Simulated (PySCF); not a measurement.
## AlP: frontier orbitals

BLYP at R = 2.452 Å; basis Al jorge-DZP-DKH, P jorge-DZP-DKH; spin-free X2C with a Gaussian nucleus; PySCF 2.14. State: ³Σ⁻ (triplet), unpaired electrons π ↑↑. Only the outer orbitals are listed, counted within each symmetry.

| spin | orbital | occ. | ε (eV) | on Al (%) | main shells (%) |
| --- | --- | --- | --- | --- | --- |
| α | 7σ | 1 | -14.01 | 9 | 90 P s |
| α | 8σ | 1 | -7.87 | 67 | 66 Al s, 26 P p |
| α | 3π | 1 | -5.73 | 11 | 89 P p, 10 Al p |
| α | 3π | 1 | -5.73 | 11 | 89 P p, 10 Al p |
| α | 9σ | 1 | -4.68 | 52 | 47 P p, 26 Al s, 25 Al p |
| α | 4π | 0 | -2.14 | 90 | 90 Al p, 9 P p |
| α | 4π | 0 | -2.14 | 90 | 90 Al p, 9 P p |
| α | 10σ | 0 | 0.20 | 93 | 86 Al p, 13 P p |
| β | 7σ | 1 | -12.68 | 14 | 85 P s, 8 Al s |
| β | 8σ | 1 | -7.54 | 69 | 69 Al s, 21 P p, 9 P s |
| β | 9σ | 1 | -4.40 | 50 | 49 P p, 29 Al p, 20 Al s |
| β | 3π | 0 | -4.27 | 25 | 75 P p, 23 Al p |
| β | 3π | 0 | -4.27 | 25 | 75 P p, 23 Al p |
| β | 4π | 0 | -1.77 | 77 | 76 Al p, 22 P p |

Question: Which are the highest filled and the lowest empty level, where do they sit, and how wide is the gap?

Answer: Highest filled β 9σ at -4.40 eV (in %: 49 P p, 29 Al p, 20 Al s); lowest empty β 3π at -4.27 eV (in %: 75 P p, 23 Al p); the gap at BLYP is 0.13 eV.

```json
{
 "bond order (Mayer)": "1.20",
 "⟨S²⟩": "2.004",
 "charge on Al (Mulliken, basis-dependent)": "0.16",
 "charge on Al (Löwdin, basis-dependent)": "0.00",
 "dipole moment (positive dipole means Al(−)P(+))": "-0.83 D"
}
```

The state is the lowest determinant that a PBE0 search found; another state may lie lower at other levels.
